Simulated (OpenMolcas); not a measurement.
# SiH3O (SMILES O[SiH2]): a chain of runs

Wanted: a single-point energy (UHF/STO-3G), then a single-point energy (CASSCF(3,3)/STO-3G), then the energy (CASPT2(3,3)/STO-3G), then a single-point energy (SC-NEVPT2(3,3)/STO-3G), then the energy (MRCI(3,3)/STO-3G) of SiH3O. 

The results are computed with OpenMolcas 26.06.

## Step 1: The system as given

SiH3O: 5 atoms, total charge 0, spin state doublet. SMILES: `O[SiH2]`. The Si2–H4 distance was set to 2.188 Å, away from the relaxed value. At this shape a bond of the SMILES string is far longer than usual.

Bond lengths: O1–Si2 1.639 Å, O1–H3 0.952 Å, Si2–H5 1.448 Å. Angles: O1–Si2–H5 101.7°, Si2–O1–H3 122.7°. A long bond or contact: Si2–H4 2.188 Å.

## Step 2: The energy at UHF/STO-3G (run 1)

input.xyz reads:

```xyz
5

O      1.180671    -0.136002     1.031865
Si     0.625291     0.639708    -0.300535
H      1.349051    -1.072902     1.048205
H     -1.244820    -0.253580    -1.000760
H      0.583251     2.013798     0.154845
```

step1.input reads:

```
>>> EXPORT MOLCAS_PRINT=2
&GATEWAY
BasLib=$CurrDir
Coord=input.xyz
Basis=STO-3G
Group=NoSym
&SEWARD
&SCF
UHF
Spin=2
Scramble=0.25
PrOrbitals=1 1
```

The basis set STO-3G is read from a file made from the Basis Set Exchange's data (not shown).

The run is started by

```bash
$ export MOLCAS_MEM=1860
$ pymolcas step1.input > step1.log
```

The log of the run:

```text
--- Start Module: gateway ---
[...]
--- Stop Module: gateway /rc=_RC_ALL_IS_WELL_ ---
--- Start Module: seward ---
[...]
      Basis functions           17
--- Stop Module: seward /rc=_RC_ALL_IS_WELL_ ---
--- Start Module: scf ---
[...]
       Convergence after  14 Iterations
[...]
::    Total SCF energy                               -361.0303705109
[...]
      Total spin, S                                     0.6044553458
[...]
      Total electronic charge=   25.000000
      Total            charge=   -0.000000
[...]
      Dipole Moment (debye):
      Origin of the operator (angstrom)=    0.7888    0.3493    0.1766
                   X=  5.1514E-01               Y= -7.6934E-01               Z= -5.8403E-01           Total=  1.0947E+00
      Quadrupole Moment (debye*angstrom):
[...]
--- Stop Module: scf /rc=_RC_ALL_IS_WELL_ ---
[...]
```

Run time: 1.8 s. Hardware: 1 thread of Arm Neoverse V1, shared host; peak memory 0.37 GiB.

## Step 3: The energy at CASSCF(3,3)/STO-3G (run 2)

input.xyz is that of step 2.

step2.input reads:

```
&GATEWAY
 BasLib = $CurrDir
 Coord = input.xyz
 Basis = STO-3G
 Group = NoSym

&SEWARD

&RASSCF
 FileOrb = $CurrDir/step1.UnaOrb
 Spin = 2
 Nactel = 3 0 0
 Inactive = 11
 Ras2 = 3
 OrbListing = Nothing
 OrbAppear = Compact
```

The basis set STO-3G is read from a file made from the Basis Set Exchange's data (not shown).

The run is started by

```bash
$ export MOLCAS_MEM=1860
$ pymolcas step2.input > step2.log
```

The log of the run:

```text
--- Start Module: gateway ---
[...]
--- Stop Module: gateway /rc=_RC_ALL_IS_WELL_ ---
--- Start Module: seward ---
[...]
      Basis functions           17
--- Stop Module: seward /rc=_RC_ALL_IS_WELL_ ---
--- Start Module: rasscf ---
[...]
      Number of active orbitals                  3
[...]
      Spin quantum number                      0.5
[...]
      Active orbitals                            3
[...]
      Number of CSFs                             8
[...]
      Number of root(s) required                 1
[...]
      Convergence after  8 iterations
[...]
      printout of CI-coefficients larger than  0.05 for root  1
      energy=    -361.051315
      conf/sym  111     Coeff  Weight
             1  2u0   0.95054 0.90354
             4  udu  -0.17555 0.03082
             5  02u   0.11959 0.01430
             6  uud  -0.10091 0.01018
             7  u02  -0.11184 0.01251
             8  0u2   0.15986 0.02555
      Natural orbitals and occupation numbers for root  1
      sym 1:   1.865190   1.001876   0.132935
      ************************************************************************************************************************
      *                                                    Final results                                                     *
[...]
::    RASSCF root number  1 Total energy:   -361.05131524
[...]
      Total electronic charge=   25.000000
      Total            charge=   -0.000000
[...]
      Dipole Moment (debye):
      Origin of the operator (angstrom)=    0.7888    0.3493    0.1766
                   X=  4.9257E-01               Y= -7.7366E-01               Z= -8.8275E-01           Total=  1.2730E+00
      Quadrupole Moment (debye*angstrom):
[...]
--- Stop Module: rasscf /rc=_RC_ALL_IS_WELL_ ---
[...]
```

It took 1.8 s on 1 thread of Arm Neoverse V1, shared host; peak memory 0.37 GiB.

## Step 4: A single-point energy at CASPT2(3,3)/STO-3G (run 3)

input.xyz is that of step 3.

step3.inp reads:

```
&GATEWAY
 BasLib
 $CurrDir
 Coord
 input.xyz
 Basis
 STO-3G
 Group
 NoSym

&SEWARD

&RASSCF
 FileOrb
 $CurrDir/step2.RasOrb
 Spin
 2
 Nactel
 3 0 0
 Inactive
 11
 Ras2
 3
 OrbListing
 Nothing
 OrbAppear
 Compact

&CASPT2
 Imaginary
 0.1
 Frozen
 6
```

The basis set STO-3G is read from a file made from the Basis Set Exchange's data (not shown).

The run is started by

```bash
$ export MOLCAS_MEM=1860
$ pymolcas step3.inp > step3.log
```

The log of the run:

```text
--- Start Module: gateway ---
[...]
--- Stop Module: gateway /rc=_RC_ALL_IS_WELL_ ---
[...]
      Basis functions           17
[...]
--- Start Module: rasscf ---
[...]
      Number of active orbitals                  3
[...]
      Spin quantum number                      0.5
[...]
      Active orbitals                            3
[...]
      Number of CSFs                             8
[...]
      Number of root(s) required                 1
[...]
      Convergence after  4 iterations
[...]
      printout of CI-coefficients larger than  0.05 for root  1
      energy=    -361.051315
      conf/sym  111     Coeff  Weight
             1  2u0   0.95054 0.90354
             4  udu  -0.17555 0.03082
             5  02u   0.11959 0.01430
             6  uud  -0.10091 0.01018
             7  u02  -0.11184 0.01251
             8  0u2   0.15986 0.02555
      Natural orbitals and occupation numbers for root  1
      sym 1:   1.865190   1.001875   0.132934
      ************************************************************************************************************************
      *                                                    Final results                                                     *
[...]
::    RASSCF root number  1 Total energy:   -361.05131524
[...]
      Total electronic charge=   25.000000
      Total            charge=   -0.000000
[...]
      Dipole Moment (debye):
      Origin of the operator (angstrom)=    0.7888    0.3493    0.1766
                   X=  4.9253E-01               Y= -7.7365E-01               Z= -8.8275E-01           Total=  1.2729E+00
      Quadrupole Moment (debye*angstrom):
[...]
--- Start Module: caspt2 ---
[...]
      E2 (Variational):          -0.0605924429
      Total energy:            -361.1119076795
[...]
      Reference weight:           0.97174
[...]
::    CASPT2 Root  1     Total energy:   -361.11190768
[...]
```

Wall time 1.8 s (1 thread of Arm Neoverse V1, shared host); peak memory 0.37 GiB.

## Step 5: A single-point energy at SC-NEVPT2(3,3)/STO-3G (run 4)

input.xyz is that of step 4.

step4.input reads:

```
&gateway
 baslib=$CurrDir
 coord=input.xyz
 basis=STO-3G
 group=NoSym

&seward

&rasscf
 fileorb=$CurrDir/step2.RasOrb
 spin=2
 nactel=3 0 0
 inactive=11
 ras2=3
 orblisting=Nothing
 orbappear=Compact

&caspt2
 sc-nevpt2
 frozen=6
```

The basis set STO-3G is read from a file made from the Basis Set Exchange's data (not shown).

The run is started by

```bash
$ export MOLCAS_MEM=1860
$ pymolcas step4.input > step4.log
```

The log of the run:

```text
--- Start Module: gateway ---
[...]
--- Stop Module: gateway /rc=_RC_ALL_IS_WELL_ ---
[...]
      Basis functions           17
[...]
      Number of active orbitals                  3
[...]
      Spin quantum number                      0.5
[...]
      Active orbitals                            3
[...]
      Number of CSFs                             8
[...]
      Number of root(s) required                 1
[...]
      Convergence after  4 iterations
[...]
      printout of CI-coefficients larger than  0.05 for root  1
      energy=    -361.051315
      conf/sym  111     Coeff  Weight
             1  2u0   0.95054 0.90354
             4  udu  -0.17555 0.03082
             5  02u   0.11959 0.01430
             6  uud  -0.10091 0.01018
             7  u02  -0.11184 0.01251
             8  0u2   0.15986 0.02555
      Natural orbitals and occupation numbers for root  1
      sym 1:   1.865190   1.001875   0.132934
      ************************************************************************************************************************
      *                                                    Final results                                                     *
[...]
::    RASSCF root number  1 Total energy:   -361.05131524
[...]
      Total electronic charge=   25.000000
      Total            charge=   -0.000000
[...]
      Dipole Moment (debye):
      Origin of the operator (angstrom)=    0.7888    0.3493    0.1766
                   X=  4.9253E-01               Y= -7.7365E-01               Z= -8.8275E-01           Total=  1.2729E+00
      Quadrupole Moment (debye*angstrom):
[...]
      E2 (Variational):          -0.0591334866
[...]
      E2 (Variational):          -0.0590679358
      Total energy:            -361.1103831724
[...]
      Reference weight:           0.97312
[...]
::    SC-NEVPT2 Root  1     Total energy:   -361.11038317
[...]
```

Run time: 1.7 s. Hardware: 1 thread of Arm Neoverse V1, shared host; peak memory 0.37 GiB.

## Step 6: The energy at MRCI(3,3)/STO-3G (run 5)

input.xyz is that of step 5.

step5.input reads:

```
&gateway
  baslib
  $CurrDir
  coord
  input.xyz
  basis
  STO-3G
  group
  NoSym

&seward

&rasscf
  fileorb
  $CurrDir/step2.RasOrb
  spin
  2
  nactel
  3 0 0
  inactive
  11
  ras2
  3
  orblisting
  Nothing
  orbappear
  Compact

&motra
  lumorb
  frozen
  6

&guga
  electrons
  13
  spin
  2
  inactive
  5
  active
  3
  ciall
  1

&mrci
  sdci
```

The basis set STO-3G is read from a file made from the Basis Set Exchange's data (not shown).

The run is started by

```bash
$ export MOLCAS_MEM=1860
$ pymolcas step5.input > step5.log
```

The log of the run:

```text
--- Start Module: gateway ---
[...]
--- Stop Module: gateway /rc=_RC_ALL_IS_WELL_ ---
[...]
      Basis functions           17
[...]
      Number of active orbitals                  3
[...]
      Spin quantum number                      0.5
[...]
      Active orbitals                            3
[...]
      Number of CSFs                             8
[...]
      Number of root(s) required                 1
[...]
      Convergence after  4 iterations
[...]
      printout of CI-coefficients larger than  0.05 for root  1
      energy=    -361.051315
      conf/sym  111     Coeff  Weight
             1  2u0   0.95054 0.90354
             4  udu  -0.17555 0.03082
             5  02u   0.11959 0.01430
             6  uud  -0.10091 0.01018
             7  u02  -0.11184 0.01251
             8  0u2   0.15986 0.02555
      Natural orbitals and occupation numbers for root  1
      sym 1:   1.865190   1.001875   0.132934
      ************************************************************************************************************************
      *                                                    Final results                                                     *
[...]
::    RASSCF root number  1 Total energy:   -361.05131524
[...]
      Dipole Moment (debye):
      Origin of the operator (angstrom)=    0.7888    0.3493    0.1766
                   X=  4.9253E-01               Y= -7.7365E-01               Z= -8.8275E-01           Total=  1.2729E+00
      Quadrupole Moment (debye*angstrom):
[...]
       (But an ACPF correction will be computed)
       USE THE DEFAULT ACPF G-VALUE GFAC=  0.15384615384615385
[...]
                      CI ENERGY:  -361.12871830
[...]
                ACPF CORRECTION:    -0.00387383
[...]
     ACPF CORRECTION:     -0.00387383
[...]
  CI State   1     Total energy:   -361.12871830     QDav:     -0.00462020     QACPF:     -0.00387383
[...]
```

It took 2.1 s on 1 thread of Arm Neoverse V1, shared host; peak memory 0.37 GiB.

## Step 7: Outcome

| quantity | value |
| --- | --- |
| run 1, UHF/STO-3G: total energy | -361.03037 Eh |
| run 1, UHF/STO-3G: dipole moment | 1.09 D |
| run 1, UHF/STO-3G: HOMO energy (highest over α and β) | -5.87 eV |
| run 1, UHF/STO-3G: LUMO energy (lowest over α and β) | 6.27 eV |
| run 1, UHF/STO-3G: ⟨S²⟩ | 0.970 |
| run 2, CASSCF(3,3)/STO-3G: total energy | -361.05132 Eh |
| run 2, CASSCF(3,3)/STO-3G: dipole moment (CASSCF density) | 1.27 D |
| run 3, CASPT2(3,3)/STO-3G: total energy | -361.11191 Eh |
| run 3, CASPT2(3,3)/STO-3G: dipole moment (CASSCF density) | 1.27 D |
| run 4, SC-NEVPT2(3,3)/STO-3G: total energy | -361.11038 Eh |
| run 4, SC-NEVPT2(3,3)/STO-3G: dipole moment (CASSCF density) | 1.27 D |
| run 5, MRCI(3,3)/STO-3G: total energy | -361.12872 Eh |
| run 5, MRCI(3,3)/STO-3G: dipole moment (CASSCF density) | 1.27 D |

What this shows: ⟨S²⟩ (run 1, UHF/STO-3G) is 0.97 where a pure doublet has 0.75: the reference is spin-contaminated.
